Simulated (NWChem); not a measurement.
# LiF anion, doublet; SMILES of the neutral closed-shell parent [Li][F]

Program: NWChem. Spin-unrestricted. Sets without diffuse functions describe the anion's extra electron poorly. The geometry was optimised at B3LYP/def2-SVPD, spin-unrestricted. The spin multiplicity was typed, not searched, and may not be the lowest. No stability test was run on the SCF state. Total energies compare along this basis series because the functional is fixed.

| level | basis functions | energy (Ha) | highest occupied level (eV) | lowest empty minus highest occupied level, either spin (eV) | <S²> |
|---|---|---|---|---|---|
| UHF/cc-pVDZ | 28 | -106.9494 | -0.17 | 4.77 | 0.750 |
| UHF/aug-cc-pVDZ | 46 | -106.9692 | -0.38 | 2.51 | 0.750 |
| UHF/cc-pVTZ | 60 | -106.9856 | -0.22 | 4.26 | 0.750 |
| UHF/aug-cc-pVTZ | 92 | -106.9942 | -0.37 | 2.78 | 0.750 |
| UHF/cc-pVQZ | 110 | -106.9986 | -0.30 | 3.88 | 0.750 |
